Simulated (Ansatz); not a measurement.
# BH3+ (doublet): wave-function methods side by side at distance B1–H3 = 1.050 Å, aug-cc-pVDZ

How much of the correlation energy of BH3+ (doublet) does each wave-function method recover here?

Method: aug-cc-pVDZ, core rule «outside noble gas», up to 1 orbitals frozen; program: Ansatz 0.2.0, Gaussian basis.

The runs, in order: UHF; CCSD(T) on ROHF; CCSD(T) on UHF; BCCD(T) on ROHF; CISD; CCSDT(Q) on ROHF; CCSDT(Q) on UHF; CASSCF and MRCISD+Q, 3 electrons in 3 orbitals; CASSCF and NEVPT2, 3 electrons in 3 orbitals; CASSCF and MRCISD+Q, 5 electrons in 7 orbitals; CASSCF and NEVPT2, 5 electrons in 7 orbitals; Full CI.

20 further runs of the same task are left out: 1 for a mislabelled method, 1 for a known fault of the program, 15 that didn't finish, 3 set aside as unsound or not needed.

## 1. The system

The geometry derives from a PBE0/def2-TZVP stationary point (not a proven minimum). One bond is set to the value named and the two fragments are kept rigid.

4 atoms, charge 1, spin multiplicity 2.

Atoms are counted from 1 here; the program's logs count them from 0.

Bond lengths: B1–H2 1.276 Å, B1–H3 1.050 Å, B1–H4 1.276 Å. Angles: H2–B1–H3 145.8°, H2–B1–H4 68.5°, H3–B1–H4 145.8°.

## 2. UHF

The input, in.yaml:

```yaml
crystal:
  periodic: [false, false, false]
  atoms:
    - {symbol: B, position_ang: [0.000000, 0.000000, 0.077190]}
    - {symbol: H, position_ang: [0.000000, 0.717784, -0.977556]}
    - {symbol: H, position_ang: [0.000000, 0.000000, 1.127190]}
    - {symbol: H, position_ang: [0.000000, -0.717784, -0.977556]}
basis:
  gaussian: {orbitals: aug-cc-pVDZ}
total_charge: 1
magnetization: {spin_polarized: true, initial_magnetization: 1}
hamiltonian: {xc: hf}
output: {orbitals: {seedname: orbitals}}
```

Launch:

```bash
$ ansatz run in.yaml --threads 1 --pin off --events-out ev --progress --plain --max-ram 2393MiB
```

The runs that follow: CCSD(T) on ROHF; CCSD(T) on UHF; BCCD(T) on ROHF; CISD; CCSDT(Q) on ROHF; CCSDT(Q) on UHF; CASSCF and MRCISD+Q, 3 electrons in 3 orbitals; CASSCF and NEVPT2, 3 electrons in 3 orbitals; CASSCF and MRCISD+Q, 5 electrons in 7 orbitals; CASSCF and NEVPT2, 5 electrons in 7 orbitals; Full CI.

**Question.** What will the summary of the whole plan be? Wanted: FCI below the RHF energy; RMP2 from FCI; UMP2 from FCI; RCCSD from FCI; RCCSD(T) from FCI; UCCSD(T) from FCI; RCCSDT(Q) from FCI; UCCSDT(Q) from FCI; NEVPT2 valence from FCI.

**Answer**, as computed:

| quantity | value |
| --- | --- |
| FCI below the RHF energy | -2.6139 eV |
| RMP2 from FCI | +58.2 kJ/mol |
| UMP2 from FCI | +58.9 kJ/mol |
| RCCSD from FCI | +4.6 kJ/mol |
| RCCSD(T) from FCI | +1.1 kJ/mol |
| UCCSD(T) from FCI | +1.1 kJ/mol |
| RCCSDT(Q) from FCI | 0.0 kJ/mol |
| UCCSDT(Q) from FCI | 0.0 kJ/mol |
| NEVPT2 valence from FCI | +37.7 kJ/mol |
| MRCISD+Q valence from FCI | +0.9 kJ/mol |
| levels within 1 kcal/mol (43 meV) | RCCSD(T), UCCSD(T), BCCD(T), RCCSDT, UCCSDT, RCCSDT(Q), UCCSDT(Q), MRCISD valence, MRCISD+Q valence |
| T1 diagnostic | 0.017 |
| effectively unpaired electrons | 1.02 |

**Reading.** RCCSD(T) misses by +1.1 kJ/mol, 0.4 % of the correlation energy. One determinant dominates. Of the multireference levels listed MRCISD+Q valence comes nearest in total energy (+0.9 kJ/mol), which doesn't show that its space is the better one. These misses are within one basis, not against nature; the frozen cores of restricted and unrestricted runs differ, which can shift their rows.
